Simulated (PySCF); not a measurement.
## How methods differ on the ionisation energy of Cl

Cl [Ne] 3s2 3p5 (2P) → Cl⁺ [Ne] 3s2 3p4 (3P), as a difference of total energies. Computed with PySCF 2.14 in ANO-RCC-VTZP (5s4p2d1f, 34 functions), with the spin-free X2C one-electron Hamiltonian (Gaussian nucleus). Correlated levels: valence: [Ne] frozen; valence and next inner shell: 1s2 frozen. The calculations carry no spin-orbit coupling.

Q: Order these methods by the ionisation energy they give, lowest first.
A. LDA
B. UHF
C. r2SCAN
D. MP2 (valence and next inner shell)

A: B (11.748 eV), D (12.717 eV), C (12.985 eV), A (13.176 eV).

Errors of the correlated levels include the incompleteness of this basis and the frozen core.

For comparison: 12.974 eV (measured; NIST levels, between the centres of gravity of the two terms).
